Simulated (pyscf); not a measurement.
Hydrogen abstraction: H₂N–SiH₂–NH–SiH₂–NH₂ (SMILES N[SiH2]N[SiH2]N) + CH₃• (SMILES [CH3]) → H₂N–SiH•–NH–SiH₂–NH₂ (SMILES N[SiH]N[SiH2]N) + CH₄ (SMILES C)

Gas phase, doublet surface, charge 0. Bonds broken: Si2–H8. Bonds formed: H8–C15. Optimised with ωB97X-D3(BJ)/def2-SVP in PySCF.

Transition state (Å):

```xyz
18

N     -2.4495     0.6863     0.8149
Si    -0.7936     0.3142     1.1631
N     -0.0422    -0.2424    -0.3005
Si    -0.2494     0.4618    -1.8762
N      1.1844     0.1644    -2.8002
H     -3.0826    -0.0165     0.4482
H     -2.9441     1.4062     1.3298
H     -0.4831    -0.8841     2.2151
H     -0.2359     1.5944     1.7055
H      0.4794    -1.1137    -0.2606
H     -1.3466    -0.1389    -2.6968
H     -0.5894     1.8966    -1.6311
H      2.0764     0.5596    -2.5222
H      1.1249     0.0617    -3.8071
C     -0.0833    -2.1411     3.0801
H      1.0037    -2.0445     3.1842
H     -0.4189    -2.9880     2.4701
H     -0.6533    -1.9795     4.0020
```

One imaginary mode, 1075i cm⁻¹; descent along it reached the two sides named.

```tsv
bond	change	reactant side (Å)	saddle	product side
Si2–H8	breaks	1.499	1.625	4.2
H8–C15	forms	3.8	1.577	1.099
```

Electronic energies relative to the separated reactants (kJ/mol):

| level | barrier | reaction energy | reverse barrier |
|---|---|---|---|
| ωB97X-D3(BJ)/def2-TZVP | 33.5 | -68.1 | 101.5 |
| PBE/def2-TZVP | 7.5 | -88.0 | 95.5 |
| r²SCAN/def2-TZVP | 25.7 | -68.8 | 94.6 |
| B3LYP-D3(BJ)/def2-TZVP | 24.8 | -71.7 | 96.5 |
| PBE0-D3(BJ)/def2-TZVP | 21.5 | -75.7 | 97.2 |
| M06-2X/def2-TZVP | 37.3 | -73.7 | 111.0 |
| ωB97M-D3(BJ)/def2-TZVP | 38.6 | -64.1 | 102.8 |
| HF/def2-TZVP | 89.3 | -30.2 | 119.5 |

With ωB97M-D3(BJ)/def2-TZVP energies and thermal terms (ideal gas, 1 atm, RRHO with modes under 100 cm⁻¹ raised to 100, one conformer, R ln 2 for chiral ones without a mode under 150 cm⁻¹), in kJ/mol:

| T (K) | ΔH‡ | ΔG‡ | ΔH | ΔG |
|---|---|---|---|---|
| 298 | 36.9 | 74.1 | -50.6 | -47.1 |
| 600 | 39.0 | 111.0 | -53.5 | -42.5 |
| 900 | 42.1 | 146.3 | -55.7 | -36.6 |
| 1200 | 45.2 | 180.6 | -57.3 | -29.9 |

This is the saddle that the search found; another between the same sides may lie lower. The angle at the transferred H is 172°.
